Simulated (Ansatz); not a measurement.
Consider the hydrogenolysis of a C–C bond: `COC(C)C` + H₂ → `CCOC` + CH₄.

Calculated with Ansatz (gas phase, PBE0-D4/def2-TZVP geometries, no zero-point term in ΔE). CCSD(T)/CBS adds triple-zeta CCSD(T) − MP2 to the extrapolated MP2 energy (def2 sets, frozen cores). This one scheme is used for every species. DFT in def2-TZVPP. B3LYP here is the variant with VWN-RPA as its local correlation; programs differ in this. HSE06 is defined as in plane-wave codes. Each species was taken in one conformer, which may not be the lowest.

`COC(C)C`:

```xyz
15

C    -1.474    1.005   -0.977
O    -1.134    0.060   -0.004
C     0.211   -0.377   -0.057
C     1.180    0.696    0.410
C     0.294   -1.621    0.799
H    -0.982    1.973   -0.818
H    -1.222    0.651   -1.987
H    -2.553    1.156   -0.919
H     0.450   -0.641   -1.101
H     2.205    0.320    0.381
H     0.948    0.988    1.438
H     1.138    1.587   -0.219
H     1.303   -2.039    0.776
H     0.043   -1.381    1.835
H    -0.407   -2.377    0.443
```

H₂:

Z-matrix (Å, degrees):
```
H
H 1 0.746
```

`CCOC`:

Z-matrix (Å, degrees):
```
C
C 1 1.507
H 1 1.092 2 110.6
H 1 1.092 2 110.6 3 -119.9
H 1 1.092 2 110.4 3 120.0
O 2 1.405 1 108.9 3 59.9
H 2 1.102 1 110.6 3 -60.9
H 2 1.102 1 110.6 3 -179.2
C 6 1.399 2 112.4 1 180.0
H 9 1.090 6 107.7 2 -180.0
H 9 1.100 6 111.6 2 60.6
H 9 1.100 6 111.6 2 -60.6
```

CH₄:

Z-matrix (Å, degrees):
```
C
H 1 1.090
H 1 1.090 2 109.5
H 1 1.090 2 109.5 3 -120.0
H 1 1.090 2 109.5 3 120.0
```

| level | ΔE (kcal/mol) | difference from CCSD(T)/CBS |
| --- | --- | --- |
| LDA (SPW92) | -12.1 | 1.4 |
| PBE-D4 | -13.9 | -0.4 |
| BLYP-D4 | -14.3 | -0.8 |
| r2SCAN-D4 | -14.1 | -0.6 |
| PBE0-D4 | -14.5 | -1.0 |
| B3LYP-D4 | -15.0 | -1.5 |
| r2SCANh-D4 | -14.3 | -0.8 |
| r2SCAN0-D4 | -14.6 | -1.1 |
| HSE06-D4 | -14.6 | -1.1 |
| BHLYP-D4 | -15.8 | -2.3 |
| CAM-B3LYP-D4 | -15.1 | -1.6 |
| ωB97X-V | -14.1 | -0.6 |
| ωB97M-V | -14.0 | -0.5 |
| B2PLYP | -15.9 | -2.4 |
| PBE-QIDH | -14.6 | -1.1 |
| PBE | -15.6 | -2.1 |
| revPBE | -17.1 | -3.6 |
| BLYP | -17.8 | -4.3 |
| r2SCAN | -14.6 | -1.1 |
| PBE0 | -15.9 | -2.4 |
| B3LYP | -17.6 | -4.1 |
| r2SCAN0 | -15.1 | -1.6 |
| HSE06 | -15.9 | -2.4 |
| BHLYP | -17.6 | -4.1 |
| CAM-B3LYP | -16.5 | -3.0 |
| RPA@PBE/def2-TZVPP | -13.4 | 0.1 |
| HF/def2-SVP | -19.8 | -6.3 |
| MP2/def2-SVP | -13.1 | 0.4 |
| CCSD/def2-SVP | -14.8 | -1.3 |
| CCSD(T)/def2-SVP | -13.8 | -0.3 |
| HF/def2-TZVPP | -19.6 | -6.1 |
| MP2/def2-TZVPP | -13.0 | 0.5 |
| SCS-MP2/def2-TZVPP | -14.2 | -0.7 |
| CCSD/def2-TZVPP | -14.9 | -1.4 |
| CCSD(T)/def2-TZVPP | -13.8 | -0.3 |
| HF/def2-QZVPP | -19.6 | -6.1 |
| SCS-MP2/def2-QZVPP | -14.0 | -0.5 |
| HF/CBS(def2) | -19.6 | -6.1 |
| MP2/CBS(def2) | -12.7 | 0.8 |
| CCSD/CBS(def2) | -14.6 | -1.1 |
| CCSD(T)/CBS | -13.5 | 0 |

Q: What do rigid-rotor, harmonic-oscillator terms from PBE0-D4/def2-TZVP frequencies (298.15 K, 1 bar) make of the CCSD(T)/CBS value? (Estimate.)

A: Ansatz gave: ΔZPE = +4.2 kcal/mol, ΔH = -9.7 kcal/mol, ΔS = 26 J/(mol·K), ΔG = -11.6 kcal/mol.

Largest T1 diagnostic among the species: 0.010.

In def2-TZVPP, CCSD(T) changes the Hartree–Fock value by +5.8 kcal/mol (the triples alone add +1.1 kcal/mol) and MP2 by +6.6 kcal/mol. Leaving LDA and LC-ωPBE aside and taking each functional with its dispersion term where it has one, the values, not all of them listed here, spread over 3.4 kcal/mol, from B2PLYP to revPBE-D4. LDA lies +3.5 kcal/mol from PBE without D4. The D4 term adds +2.6 kcal/mol with B3LYP and +1.4 kcal/mol with PBE0; it sums over pairs of atoms, weighted by their polarisabilities, and B3LYP, whose exchange is more repulsive, gets the larger term.
